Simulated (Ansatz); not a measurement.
**AlBO (triplet): wave-function methods side by side, def2-TZVPP**

An exercise on one series of results from a longer session: the logs are not shown, and one member is left open.

The runs use Ansatz 0.2.0, Gaussian basis; def2-TZVPP, core rule «outside noble gas», up to 7 orbitals frozen.

To be run: UHF; ROHF; CCSD(T) on UHF.

2 further runs of the same task are left out: 2 set aside as unsound or not needed.

## What is computed

The geometry is a PBE0/def2-TZVP stationary point (not a proven minimum) of the parent state, kept for this charge and spin.

3 atoms, charge 0, spin multiplicity 3.

Atoms are counted from 1 here; the program's logs count them from 0.

Bond lengths: Al1–B2 2.246 Å, B2–O3 1.207 Å. Angles: Al1–B2–O3 180.0°.

The first run:

in.yaml

```yaml
crystal:
  periodic: [false, false, false]
  atoms:
    - {symbol: Al, position_ang: [0.000000, 0.000000, 1.899900]}
    - {symbol: B, position_ang: [0.000000, 0.000000, -0.346500]}
    - {symbol: O, position_ang: [0.000000, 0.000000, -1.553400]}
basis:
  gaussian: {orbitals: def2-TZVPP}
magnetization: {spin_polarized: true, initial_magnetization: 2}
hamiltonian: {xc: hf}
output: {orbitals: {seedname: orbitals}}
```

On the command line:

```console
ansatz run in.yaml --threads 1 --pin off --events-out ev --progress --plain --max-ram 4096MiB --backend cpu
```

Steps of the session up to this table: UHF; ROHF; CCSD(T) on UHF.

One table of the session follows, with a row left open; its other results are not shown here.

It belongs to the step «Misses and costs». 

```
  method  from UCCSD(T) (meV)
    ROHF                    ?
     UHF             +10188.4
    UMP2               +736.0
   UCCSD               +487.4
UCCSD(T)                    0
```

Estimate the missing values for ROHF.

The run gave: from UCCSD(T) (meV): +10231.7. In the column «from UCCSD(T) (meV)» it is the highest.
